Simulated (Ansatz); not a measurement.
# Al₂H (quartet): RPA-PBE over a scan of the distance Al1–Al2, 6-31G

How well do these functionals follow the top wave-function level for Al₂H (quartet) over a scan of the distance Al1–Al2?

Computed with Ansatz 0.2.0, Gaussian basis. Level: 6-31G, all electrons in the functionals, frozen cores in the correlation of double hybrids and RPA.

To be run: RPA-PBE, at 1.910 Å; 2.099 Å; 2.360 Å; 2.554 Å; 2.870 Å; 3.215 Å; 3.831 Å; 4.282 Å; 5.239 Å; 6.453 Å; 7.967 Å.

20 further runs of the same task are left out: 18 that didn't finish, 2 set aside as unsound or not needed.

**1. The geometry**

The geometry derives from a PBE0/def2-TZVP stationary point (not a proven minimum). One bond is set to the value named and the two fragments are kept rigid.

3 atoms, charge 0, spin multiplicity 4.

Atoms are counted from 1 here; the program's logs count them from 0.

Bond lengths: Al1–Al2 2.360 Å, Al1–H3 1.583 Å. Angles: Al2–Al1–H3 180.0°.

No dispersion term is added.

The geometry shown and the zero of energy belong to the point 2.360 Å. The yardstick, FCI, and other wave-function levels (R restricted, U unrestricted, valence and pair active spaces) come from earlier runs.

**2. RPA-PBE, 1.910 Å**

in.yaml reads:

```yaml
crystal:
  periodic: [false, false, false]
  atoms:
    - {symbol: Al, position_ang: [0.000000, 0.000000, 0.108918]}
    - {symbol: Al, position_ang: [0.000000, 0.000000, -1.801082]}
    - {symbol: H, position_ang: [0.000000, 0.000000, 1.692165]}
basis:
  gaussian: {orbitals: 6-31G}
magnetization: {spin_polarized: true, initial_magnetization: 3}
hamiltonian: {xc: {name: PBE}}
correlation: {method: rpa, electrons: outside_noble_gas}
```

Started as:

```bash
$ ansatz run in.yaml --threads 1 --pin off --events-out ev --progress --plain --max-ram 2393MiB
```

The log of the run:

```text
Functional definition: PBE
  name "PBE"
  cite "Perdew, Burke & Ernzerhof, Phys. Rev. Lett. 77, 3865 (1996) doi:10.1103/PhysRevLett.77.3865"
  parent pbe
  parameter kappa = 0.804
  parameter beta = 0.06672455060314922
  exchange = pbe_x(kappa = kappa, mu = beta*pi^2/3)
  correlation = pbe_c(beta = beta)
308 factors; integrals over basis functions are off by at most 1.2e-4 eV
mean field evaluation 1: about -13195.9493 eV, gradient 6.4e0 eV
mean field evaluation 2: about -13195.9475 eV, gradient 6.4e0 eV
mean field evaluation 4: about -13196.3742 eV, gradient 2.7e0 eV
mean field evaluation 8: about -13196.4741 eV, gradient 1.0e-1 eV
mean field evaluation 16: about -13196.4743 eV, gradient 1.2e-6 eV
mean field -13196.47426440 eV, -484.9614843252 hartree, gradient 1.2e-6 eV, S^2 3.751280; 0 other end points of the search recorded, 0 dependent functions left out
10 core orbitals not correlated: weight in the atoms' cores, before any rotation towards them, 1.000 or more for the frozen orbitals, at most 0.000 for the correlated occupied ones
reference -13175.75364968 eV, -484.2000157793 hartree; 5, 2 occupied and 13, 16 virtual orbitals, 308 factors
Total energy: -13178.78443795 eV, -484.3113951936 hartree
```

Wall time 0.78 s (1 thread of AMD EPYC 7B13, shared host).

From the report: ⟨S²⟩ of the determinant 3.751 (pure quartet: 3.75).

**3. RPA-PBE, 2.099 Å**

in.yaml reads:

```yaml
crystal:
  periodic: [false, false, false]
  atoms:
    - {symbol: Al, position_ang: [0.000000, 0.000000, 0.171918]}
    - {symbol: Al, position_ang: [0.000000, 0.000000, -1.927082]}
    - {symbol: H, position_ang: [0.000000, 0.000000, 1.755165]}
basis:
  gaussian: {orbitals: 6-31G}
magnetization: {spin_polarized: true, initial_magnetization: 3}
hamiltonian: {xc: {name: PBE}}
correlation: {method: rpa, electrons: outside_noble_gas}
```

Same command.

The log of the run:

```text
Functional definition: PBE
  name "PBE"
  cite "Perdew, Burke & Ernzerhof, Phys. Rev. Lett. 77, 3865 (1996) doi:10.1103/PhysRevLett.77.3865"
  parent pbe
  parameter kappa = 0.804
  parameter beta = 0.06672455060314922
  exchange = pbe_x(kappa = kappa, mu = beta*pi^2/3)
  correlation = pbe_c(beta = beta)
308 factors; integrals over basis functions are off by at most 1.3e-4 eV
mean field evaluation 1: about -13197.3717 eV, gradient 6.3e0 eV
mean field evaluation 2: about -13197.3706 eV, gradient 6.3e0 eV
mean field evaluation 4: about -13197.7555 eV, gradient 3.1e0 eV
mean field evaluation 8: about -13197.8950 eV, gradient 1.8e-2 eV
mean field -13197.89501124 eV, -485.0136958086 hartree, gradient 8.4e-6 eV, S^2 3.751474; 0 other end points of the search recorded, 0 dependent functions left out
10 core orbitals not correlated: weight in the atoms' cores, before any rotation towards them, 1.000 or more for the frozen orbitals, at most 0.000 for the correlated occupied ones
reference -13177.17598390 eV, -484.2522855975 hartree; 5, 2 occupied and 13, 16 virtual orbitals, 308 factors
Total energy: -13180.33700158 eV, -484.3684508548 hartree
```

Wall time 0.66 s (1 thread of AMD EPYC 7B13, shared host).

From the report: ⟨S²⟩ of the determinant 3.751 (pure quartet: 3.75).

**4. RPA-PBE, 2.360 Å**

in.yaml reads:

```yaml
crystal:
  periodic: [false, false, false]
  atoms:
    - {symbol: Al, position_ang: [0.000000, 0.000000, 0.259056]}
    - {symbol: Al, position_ang: [0.000000, 0.000000, -2.101360]}
    - {symbol: H, position_ang: [0.000000, 0.000000, 1.842303]}
basis:
  gaussian: {orbitals: 6-31G}
magnetization: {spin_polarized: true, initial_magnetization: 3}
hamiltonian: {xc: {name: PBE}}
correlation: {method: rpa, electrons: outside_noble_gas}
```

The command is unchanged.

The log of the run:

```text
Functional definition: PBE
  name "PBE"
  cite "Perdew, Burke & Ernzerhof, Phys. Rev. Lett. 77, 3865 (1996) doi:10.1103/PhysRevLett.77.3865"
  parent pbe
  parameter kappa = 0.804
  parameter beta = 0.06672455060314922
  exchange = pbe_x(kappa = kappa, mu = beta*pi^2/3)
  correlation = pbe_c(beta = beta)
308 factors; integrals over basis functions are off by at most 1.4e-4 eV
mean field evaluation 1: about -13198.0012 eV, gradient 6.4e0 eV
mean field evaluation 2: about -13197.9992 eV, gradient 6.4e0 eV
mean field evaluation 4: about -13198.3126 eV, gradient 3.8e0 eV
mean field evaluation 8: about -13198.5266 eV, gradient 1.8e-2 eV
mean field -13198.52656721 eV, -485.0369050624 hartree, gradient 9.8e-6 eV, S^2 3.751961; 0 other end points of the search recorded, 0 dependent functions left out
10 core orbitals not correlated: weight in the atoms' cores, before any rotation towards them, 1.000 or more for the frozen orbitals, at most 0.000 for the correlated occupied ones
reference -13177.72245945 eV, -484.2723682038 hartree; 5, 2 occupied and 13, 16 virtual orbitals, 308 factors
Total energy: -13181.12005973 eV, -484.3972277111 hartree
```

Run time: 0.66 s. Hardware: 1 thread of AMD EPYC 7B13, shared host.

From the report: ⟨S²⟩ of the determinant 3.752 (pure quartet: 3.75).

**5. RPA-PBE, 2.554 Å**

in.yaml reads:

```yaml
crystal:
  periodic: [false, false, false]
  atoms:
    - {symbol: Al, position_ang: [0.000000, 0.000000, 0.323584]}
    - {symbol: Al, position_ang: [0.000000, 0.000000, -2.230416]}
    - {symbol: H, position_ang: [0.000000, 0.000000, 1.906831]}
basis:
  gaussian: {orbitals: 6-31G}
magnetization: {spin_polarized: true, initial_magnetization: 3}
hamiltonian: {xc: {name: PBE}}
correlation: {method: rpa, electrons: outside_noble_gas}
```

The command is unchanged.

The log of the run, cut to the lines that bear on the results:

```text
Functional definition: PBE
  name "PBE"
  cite "Perdew, Burke & Ernzerhof, Phys. Rev. Lett. 77, 3865 (1996) doi:10.1103/PhysRevLett.77.3865"
  parent pbe
[...]
308 factors; integrals over basis functions are off by at most 1.4e-4 eV
[...]
mean field -13198.47814072 eV, -485.0351254215 hartree, gradient 3.2e-6 eV, S^2 3.752665; 0 other end points of the search recorded, 0 dependent functions left out
10 core orbitals not correlated: weight in the atoms' cores, before any rotation towards them, 1.000 or more for the frozen orbitals, at most 0.000 for the correlated occupied ones
reference -13177.56959327 eV, -484.2667504753 hartree; 5, 2 occupied and 13, 16 virtual orbitals, 308 factors
Total energy: -13181.16586515 eV, -484.3989110291 hartree
```

Run time: 0.69 s. Hardware: 1 thread of AMD EPYC 7B13, shared host.

From the report: ⟨S²⟩ of the determinant 3.753 (pure quartet: 3.75).

From 2.360 Å: -0.046 eV.

**6. RPA-PBE, 2.870 Å**

in.yaml reads:

```yaml
crystal:
  periodic: [false, false, false]
  atoms:
    - {symbol: Al, position_ang: [0.000000, 0.000000, 0.428918]}
    - {symbol: Al, position_ang: [0.000000, 0.000000, -2.441082]}
    - {symbol: H, position_ang: [0.000000, 0.000000, 2.012165]}
basis:
  gaussian: {orbitals: 6-31G}
magnetization: {spin_polarized: true, initial_magnetization: 3}
hamiltonian: {xc: {name: PBE}}
correlation: {method: rpa, electrons: outside_noble_gas}
```

Launched as before.

The log of the run, cut to the lines that bear on the results:

```text
Functional definition: PBE
  name "PBE"
  cite "Perdew, Burke & Ernzerhof, Phys. Rev. Lett. 77, 3865 (1996) doi:10.1103/PhysRevLett.77.3865"
  parent pbe
[...]
308 factors; integrals over basis functions are off by at most 1.4e-4 eV
[...]
mean field -13198.04193232 eV, -485.0190950585 hartree, gradient 2.8e-6 eV, S^2 3.754276; 0 other end points of the search recorded, 0 dependent functions left out
10 core orbitals not correlated: weight in the atoms' cores, before any rotation towards them, 1.000 or more for the frozen orbitals, at most 0.000 for the correlated occupied ones
reference -13176.96725087 eV, -484.2446148004 hartree; 5, 2 occupied and 13, 16 virtual orbitals, 308 factors
Total energy: -13180.87145274 eV, -484.3880915728 hartree
```

Run time: 0.75 s. Hardware: 1 thread of AMD EPYC 7B13, shared host.

From the report: ⟨S²⟩ of the determinant 3.754 (pure quartet: 3.75).

From 2.360 Å: +0.249 eV.

**7. RPA-PBE, 3.215 Å**

in.yaml reads:

```yaml
crystal:
  periodic: [false, false, false]
  atoms:
    - {symbol: Al, position_ang: [0.000000, 0.000000, 0.543918]}
    - {symbol: Al, position_ang: [0.000000, 0.000000, -2.671082]}
    - {symbol: H, position_ang: [0.000000, 0.000000, 2.127165]}
basis:
  gaussian: {orbitals: 6-31G}
magnetization: {spin_polarized: true, initial_magnetization: 3}
hamiltonian: {xc: {name: PBE}}
correlation: {method: rpa, electrons: outside_noble_gas}
```

Same command.

The log of the run, cut to the lines that bear on the results:

```text
Functional definition: PBE
  name "PBE"
  cite "Perdew, Burke & Ernzerhof, Phys. Rev. Lett. 77, 3865 (1996) doi:10.1103/PhysRevLett.77.3865"
  parent pbe
[...]
308 factors; integrals over basis functions are off by at most 1.4e-4 eV
[...]
mean field -13197.49576138 eV, -484.9990236468 hartree, gradient 9.6e-6 eV, S^2 3.754448; 11 other end points of the search recorded, 0 dependent functions left out
10 core orbitals not correlated: weight in the atoms' cores, before any rotation towards them, 1.000 or more for the frozen orbitals, at most 0.000 for the correlated occupied ones
reference -13176.34820641 eV, -484.2218653359 hartree; 5, 2 occupied and 13, 16 virtual orbitals, 308 factors
Total energy: -13180.48515932 eV, -484.3738955513 hartree
```

It took 3.4 s on 1 thread of AMD EPYC 7B13, shared host.

From the report: ⟨S²⟩ of the determinant 3.754 (pure quartet: 3.75).

From 2.360 Å: +0.635 eV.

**8. RPA-PBE, 3.831 Å**

in.yaml reads:

```yaml
crystal:
  periodic: [false, false, false]
  atoms:
    - {symbol: Al, position_ang: [0.000000, 0.000000, 0.749251]}
    - {symbol: Al, position_ang: [0.000000, 0.000000, -3.081749]}
    - {symbol: H, position_ang: [0.000000, 0.000000, 2.332498]}
basis:
  gaussian: {orbitals: 6-31G}
magnetization: {spin_polarized: true, initial_magnetization: 3}
hamiltonian: {xc: {name: PBE}}
correlation: {method: rpa, electrons: outside_noble_gas}
```

Same command.

The log of the run, cut to the lines that bear on the results:

```text
Functional definition: PBE
  name "PBE"
  cite "Perdew, Burke & Ernzerhof, Phys. Rev. Lett. 77, 3865 (1996) doi:10.1103/PhysRevLett.77.3865"
  parent pbe
[...]
308 factors; integrals over basis functions are off by at most 1.5e-4 eV
[...]
mean field -13196.81551964 eV, -484.9740252238 hartree, gradient 7.7e-6 eV, S^2 3.751406; 15 other end points of the search recorded, 0 dependent functions left out
10 core orbitals not correlated: weight in the atoms' cores, before any rotation towards them, 1.000 or more for the frozen orbitals, at most 0.000 for the correlated occupied ones
reference -13175.64653498 eV, -484.1960793864 hartree; 5, 2 occupied and 13, 16 virtual orbitals, 308 factors
Total energy: -13180.06607929 eV, -484.3584946444 hartree
```

It took 5.5 s on 1 thread of AMD EPYC 7B13, shared host.

From the report: ⟨S²⟩ of the determinant 3.751 (pure quartet: 3.75).

From 2.360 Å: +1.054 eV.

**9. RPA-PBE, 4.282 Å**

in.yaml reads:

```yaml
crystal:
  periodic: [false, false, false]
  atoms:
    - {symbol: Al, position_ang: [0.000000, 0.000000, 0.899584]}
    - {symbol: Al, position_ang: [0.000000, 0.000000, -3.382416]}
    - {symbol: H, position_ang: [0.000000, 0.000000, 2.482831]}
basis:
  gaussian: {orbitals: 6-31G}
magnetization: {spin_polarized: true, initial_magnetization: 3}
hamiltonian: {xc: {name: PBE}}
correlation: {method: rpa, electrons: outside_noble_gas}
```

Same command.

The log of the run, cut to the lines that bear on the results:

```text
Functional definition: PBE
  name "PBE"
  cite "Perdew, Burke & Ernzerhof, Phys. Rev. Lett. 77, 3865 (1996) doi:10.1103/PhysRevLett.77.3865"
  parent pbe
[...]
308 factors; integrals over basis functions are off by at most 1.5e-4 eV
[...]
mean field -13196.53532314 eV, -484.9637281923 hartree, gradient 1.3e-6 eV, S^2 3.750675; 14 other end points of the search recorded, 0 dependent functions left out
10 core orbitals not correlated: weight in the atoms' cores, before any rotation towards them, 1.000 or more for the frozen orbitals, at most 0.000 for the correlated occupied ones
reference -13175.27764203 eV, -484.1825228206 hartree; 5, 2 occupied and 13, 16 virtual orbitals, 308 factors
Total energy: -13179.92996891 eV, -484.3534926801 hartree
```

Wall time 5.5 s (1 thread of AMD EPYC 7B13, shared host).

From the report: ⟨S²⟩ of the determinant 3.751 (pure quartet: 3.75).

From 2.360 Å: +1.190 eV.

**10. RPA-PBE, 5.239 Å**

in.yaml reads:

```yaml
crystal:
  periodic: [false, false, false]
  atoms:
    - {symbol: Al, position_ang: [0.000000, 0.000000, 1.218584]}
    - {symbol: Al, position_ang: [0.000000, 0.000000, -4.020416]}
    - {symbol: H, position_ang: [0.000000, 0.000000, 2.801831]}
basis:
  gaussian: {orbitals: 6-31G}
magnetization: {spin_polarized: true, initial_magnetization: 3}
hamiltonian: {xc: {name: PBE}}
correlation: {method: rpa, electrons: outside_noble_gas}
```

Same command.

The log of the run, cut to the lines that bear on the results:

```text
Functional definition: PBE
  name "PBE"
  cite "Perdew, Burke & Ernzerhof, Phys. Rev. Lett. 77, 3865 (1996) doi:10.1103/PhysRevLett.77.3865"
  parent pbe
[...]
308 factors; integrals over basis functions are off by at most 1.5e-4 eV
[...]
mean field -13196.27317432 eV, -484.9540944011 hartree, gradient 2.5e-6 eV, S^2 3.750563; 15 other end points of the search recorded, 0 dependent functions left out
10 core orbitals not correlated: weight in the atoms' cores, before any rotation towards them, 1.000 or more for the frozen orbitals, at most 0.000 for the correlated occupied ones
reference -13175.87520001 eV, -484.2044826715 hartree; 5, 2 occupied and 13, 16 virtual orbitals, 308 factors
Total energy: -13179.68501062 eV, -484.3444906290 hartree
```

Wall time 12 s (1 thread of AMD EPYC 7B13, shared host).

From the report: ⟨S²⟩ of the determinant 3.751 (pure quartet: 3.75).

From 2.360 Å: +1.435 eV.

**11. RPA-PBE, 6.453 Å**

in.yaml reads:

```yaml
crystal:
  periodic: [false, false, false]
  atoms:
    - {symbol: Al, position_ang: [0.000000, 0.000000, 1.623251]}
    - {symbol: Al, position_ang: [0.000000, 0.000000, -4.829749]}
    - {symbol: H, position_ang: [0.000000, 0.000000, 3.206498]}
basis:
  gaussian: {orbitals: 6-31G}
magnetization: {spin_polarized: true, initial_magnetization: 3}
hamiltonian: {xc: {name: PBE}}
correlation: {method: rpa, electrons: outside_noble_gas}
```

Launched as before.

The log of the run, cut to the lines that bear on the results:

```text
Functional definition: PBE
  name "PBE"
  cite "Perdew, Burke & Ernzerhof, Phys. Rev. Lett. 77, 3865 (1996) doi:10.1103/PhysRevLett.77.3865"
  parent pbe
[...]
308 factors; integrals over basis functions are off by at most 2.3e-4 eV
[...]
mean field -13196.22172335 eV, -484.9522036127 hartree, gradient 3.4e-11 eV, S^2 3.750612; 14 other end points of the search recorded, 0 dependent functions left out
10 core orbitals not correlated: weight in the atoms' cores, before any rotation towards them, 1.000 or more for the frozen orbitals, at most 0.000 for the correlated occupied ones
reference -13176.39221909 eV, -484.2234827720 hartree; 5, 2 occupied and 13, 16 virtual orbitals, 308 factors
Total energy: -13179.70115057 eV, -484.3450837611 hartree
```

Wall time 23 s (1 thread of AMD EPYC 7B13, shared host).

From the report: ⟨S²⟩ of the determinant 3.751 (pure quartet: 3.75).

From 2.360 Å: +1.419 eV.

**12. RPA-PBE, 7.967 Å**

in.yaml reads:

```yaml
crystal:
  periodic: [false, false, false]
  atoms:
    - {symbol: Al, position_ang: [0.000000, 0.000000, -2.127918]}
    - {symbol: Al, position_ang: [0.000000, 0.000000, 5.839082]}
    - {symbol: H, position_ang: [0.000000, 0.000000, -3.711165]}
basis:
  gaussian: {orbitals: 6-31G}
magnetization: {spin_polarized: true, initial_magnetization: 3}
hamiltonian: {xc: {name: PBE}}
correlation: {method: rpa, electrons: outside_noble_gas}
```

Launched as before.

The log of the run, cut to the lines that bear on the results:

```text
Functional definition: PBE
  name "PBE"
  cite "Perdew, Burke & Ernzerhof, Phys. Rev. Lett. 77, 3865 (1996) doi:10.1103/PhysRevLett.77.3865"
  parent pbe
[...]
308 factors; integrals over basis functions are off by at most 1.5e-4 eV
[...]
mean field -13196.21370311 eV, -484.9519088745 hartree, gradient 3.0e-10 eV, S^2 3.750655; 18 other end points of the search recorded, 0 dependent functions left out
10 core orbitals not correlated: weight in the atoms' cores, before any rotation towards them, 1.000 or more for the frozen orbitals, at most 0.000 for the correlated occupied ones
reference -13176.48789857 eV, -484.2269989283 hartree; 5, 2 occupied and 13, 16 virtual orbitals, 308 factors
Total energy: -13179.74338346 eV, -484.3466357913 hartree
```

Run time: 29 s. Hardware: 1 thread of AMD EPYC 7B13, shared host.

From the report: ⟨S²⟩ of the determinant 3.751 (pure quartet: 3.75).

From 2.360 Å: +1.377 eV.

**13. The comparison**

The yardstick is full CI for this spin, exact in this basis with these frozen cores. It comes from earlier runs at the same points. Energies in eV, counted from 2.360 Å; blanks weren't run or aren't comparable.

| level | 1.910 Å | 2.099 Å | 2.360 Å | 2.554 Å | 2.870 Å | 3.215 Å | 3.831 Å | 4.282 Å | 5.239 Å | 6.453 Å | 7.967 Å |
| --- | --- | --- | --- | --- | --- | --- | --- | --- | --- | --- | --- |
| FCI | 2.279 | 0.743 | 0.000 | -0.007 | 0.366 | 0.849 | 1.385 | 1.556 | 1.670 | 1.690 | 1.695 |
| RPA-PBE | 2.336 | 0.783 | 0.000 | -0.046 | 0.249 | 0.635 | 1.054 | 1.190 | 1.435 | 1.419 | 1.377 |

Largest miss and mean time a point (FCI took 6.7 s a point; shared hosts):

| level | largest miss (eV) | where | time a point |
| --- | --- | --- | --- |
| RPA-PBE | -0.365 | 4.282 Å | 7.5 s |

**14. What came out**

| quantity | value |
| --- | --- |
| span of the FCI curve | 2.285 eV |
| largest miss, RPA-PBE | -0.365 eV (4.282 Å) |

RPA-PBE strays by up to 0.365 eV, at 4.282 Å. Functionals and the yardstick converge differently with the basis, so part of each miss in 6-31G is the basis.
